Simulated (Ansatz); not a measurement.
# Energy profile

The step: AlH₃O ([OH][AlH2]) + NH₃ → AlNH₄ ([NH2][AlH2]) + H₂O (still joined by a long Al–O bond); bonds formed: O2–H5; dative contacts that become bonds: Al1–N6; bonds broken: H5–N6; bonds weakened to dative contacts: Al1–O2 (atoms numbered as in the saddle structure below).

```
9
angstrom
Al -0.8459 -0.2431 -0.3873
O 0.6323 0.7895 -1.0593
H -0.7841 -1.6836 -1.0643
H -2.1587 0.6455 -0.3512
H 0.9162 0.5432 -0.0022
N 0.2746 -0.0865 1.1430
H 1.2312 0.4259 -1.7158
H 0.7190 -0.9095 1.5265
H 0.0155 0.5183 1.9107
```

Electronic energies by CCSD(T) at an estimated basis limit (MP2 extrapolated from triple and quadruple zeta, plus CCSD(T) − MP2 in triple zeta), on PBE0-D4/def2-TZVP structures; AlNH6O, closed shell; no counterpoise correction. Program: Ansatz 0.2.0. Basis: def2-TZVPP and def2-QZVPP. Cores are frozen in the correlated methods. Extrapolation: Hartree–Fock as exp(−7.88 √X), correlation as X^−2.97.

**Question.** Give the profile in eV, counted from the separated reactants. (Judge from chemistry; the value comes from the calculation.)

**Answer.** By the calculation:
```json
{"point": "separated: AlH3O (linked as [OH][AlH2]; Al1, O2, H3, H4, H7; singlet) + NH3 (H5, N6, H8, H9; singlet)", "eV": "0.000"}
{"point": "start structure", "eV": "-1.205"}
{"point": "saddle", "eV": "-0.173"}
{"point": "end structure", "eV": "-0.321"}
{"point": "separated: AlNH4 (linked as [NH2][AlH2]; Al1, H3, H4, N6, H8, H9; singlet) + H2O (O2, H5, H7; singlet)", "eV": "0.416"}
```
The saddle lies below the separated reactants: the barrier is submerged.

No T1 diagnostic of these runs exceeds 0.013.

For scale, one of the runs: CCSD(T)/def2-TZVPP, 188 basis functions (an equivalent command: `ansatz run in.yaml --threads 2`). Time: 39 s of wall clock on 2 CPU threads; the host was shared. Peak host memory: 1.9 GiB.
